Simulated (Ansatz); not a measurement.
A made-up structure of CH2SSi, singlet:

```
atom    x (Å)    y (Å)    z (Å)
  C1  -1.4936   0.1233  -0.4748
 Si2  -0.1371  -0.2910   0.3607
  S3   1.8000   0.3822  -0.1364
  H4  -2.5604   0.0668  -0.6215
  H5   0.0322  -0.4071   1.7658
```

It is relaxed with PBE-D4/def2-SVP and then PBE0-D4/def2-TZVP (Ansatz 0.2.0). Atoms count as bonded within 1.22 times the sum of their covalent radii (H–H: 0.88 Å). The end point is not checked to be a true minimum.

Question: Does its bonding change? (Judge from chemistry; the calculation decides.)

Answer: The calculation gives: Yes. Formed: C1–S3; broken: none.

Where it ends: The first stage lowers the energy by 3.02 eV in 25 steps. It ends as CH₂SSi ([CH]1[SiH][S]1):
```xyz
5
angstrom
C -0.8740 0.0590 -0.3547
Si -0.0112 -1.0816 0.8231
S 0.6069 0.6059 -0.7820
H -1.8082 0.4171 -0.7799
H -0.2725 -0.1262 1.9872
```

Labels in which every atom is bracketed show which atoms are joined, not bond orders.

For scale, one of the runs: PBE0-D4/def2-TZVP relaxation, 117 basis functions, launched by `ansatz run in.yaml --threads 2 --pin off --events-out ev --progress --plain --max-ram 4352MiB`. The run took about 40 s on 2 CPU threads of an Intel Xeon (shared host).
